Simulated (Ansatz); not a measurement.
2H WSe2 was calculated with LDA (PAW; Ansatz, an electronic-structure program).

Run with plane-wave cutoff 520 eV, 12×12×4 k mesh (along the axes of the cell as run), no spin polarisation, scalar-relativistic PAW data made under PBE.

Computed at the level's own relaxed cell.

```
CELL_PARAMETERS angstrom
      3.24993     0.00000     0.00000
     -1.62497     2.81453     0.00000
      0.00000     0.00000    12.81778
ATOMIC_POSITIONS crystal
  W  0.66667 0.33333 0.75000
  W  0.33333 0.66667 0.25000
  Se 0.66667 0.33333 0.38003
  Se 0.33333 0.66667 0.88003
  Se 0.33333 0.66667 0.61997
  Se 0.66667 0.33333 0.11997
```

### Question
Give the elastic tensor (Voigt notation, GPa, ions relaxed, in the Cartesian axes of the cell as printed).

### Answer

```
  210.7    40.4    12.3     0.0     0.0     0.0
   40.4   210.7    12.3     0.0     0.0     0.0
   12.3    12.3    51.9     0.0     0.0     0.0
    0.0     0.0     0.0    20.9     0.0     0.0
    0.0     0.0     0.0     0.0    20.9     0.0
    0.0     0.0     0.0     0.0     0.0    85.1
```

Spin–orbit coupling is not included.

Static lattice: no zero-point or thermal effects.
